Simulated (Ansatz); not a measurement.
# C3H8O: the cost of one run

Computed with Ansatz 0.2.0 (the levels named in each step, unless a step's input says otherwise).

## 1. The starting structure

Bond lengths: C1–C2 1.523 Å, C2–C3 1.529 Å, C3–O4 1.408 Å, C1–H5 1.087 Å, C1–H6 1.087 Å, C1–H7 1.088 Å, C2–H8 1.092 Å, C2–H9 1.094 Å, C3–H10 1.093 Å, C3–H11 1.101 Å, O4–H12 0.964 Å. Angles (14 of 19 angles, heavy atoms first): C1–C2–C3 111.6°, C2–C3–O4 112.9°, C1–C2–H8 110.0°, C1–C2–H9 109.5°, C3–C2–H8 108.8°, C3–C2–H9 109.0°, C2–C1–H5 110.5°, C2–C1–H6 110.4°, C2–C1–H7 110.5°, C2–C3–H10 110.1°, C2–C3–H11 109.6°, O4–C3–H10 105.4°, O4–C3–H11 110.4°, C3–O4–H12 108.6°.

Coordinates:

```xyz
12

C     1.9585   -0.0284   -0.0959
C     0.5736    0.4114    0.3590
C    -0.5282   -0.3923   -0.3322
O    -1.8205   -0.0262    0.0911
H     2.1220   -1.0766    0.1425
H     2.7251    0.5622    0.3994
H     2.0650    0.0994   -1.1710
H     0.4777    0.2832    1.4392
H     0.4347    1.4735    0.1344
H    -0.4319   -1.4523   -0.0856
H    -0.4362   -0.2819   -1.4237
H    -1.9368    0.9188   -0.0590
```

## 2. A rough first relaxation, PBE-D4/def2-SVP

This run stands in another session on the same molecule. It ended at:

```xyz
12

C     1.9705   -0.0276   -0.0921
C     0.5716    0.4051    0.3505
C    -0.5517   -0.3825   -0.3287
O    -1.8445   -0.0267    0.1247
H     2.1563   -1.0961    0.1461
H     2.7605    0.5666    0.4091
H     2.1067    0.0945   -1.1875
H     0.4559    0.2954    1.4506
H     0.4278    1.4892    0.1331
H    -0.4353   -1.4654   -0.1036
H    -0.4520   -0.2844   -1.4412
H    -1.9627    0.9229   -0.0626
```

## 3. Relaxation, HF/STO-3G

input.yaml

```yaml
crystal:
  periodic: [false, false, false]
  atoms:
    - { symbol: C, position_ang: [1.97045235, -0.02762016, -0.09211819] }
    - { symbol: C, position_ang: [0.57161968, 0.4050836, 0.35053949] }
    - { symbol: C, position_ang: [-0.55173836, -0.3825436, -0.32867325] }
    - { symbol: O, position_ang: [-1.84453838, -0.02670055, 0.12468274] }
    - { symbol: H, position_ang: [2.15632008, -1.09609793, 0.14608285] }
    - { symbol: H, position_ang: [2.76047298, 0.5665865, 0.40914308] }
    - { symbol: H, position_ang: [2.10666614, 0.09453367, -1.18751858] }
    - { symbol: H, position_ang: [0.45593436, 0.29540882, 1.45058747] }
    - { symbol: H, position_ang: [0.42778941, 1.48918478, 0.13305133] }
    - { symbol: H, position_ang: [-0.4353168, -1.46542224, -0.10356266] }
    - { symbol: H, position_ang: [-0.45204929, -0.28444094, -1.44123017] }
    - { symbol: H, position_ang: [-1.96273216, 0.92286803, -0.06261411] }
basis:
  gaussian: { orbitals: STO-3G }
hamiltonian:
  xc: hf
relax:
  f_tol: 0.002
  max_steps: 150
```

The run is started by

```sh
> ansatz run input.yaml --threads 4 --pin off --max-ram 10240MiB --backend cpu --events-out ev --progress --plain --runs-dir out
```

**Question.** How long does this run take on 4 threads of Intel Xeon Platinum 8375C at 2.90GHz (Ice Lake), shared host, and how much memory does it need?

About 3 s, with a peak of 0.1 GiB.
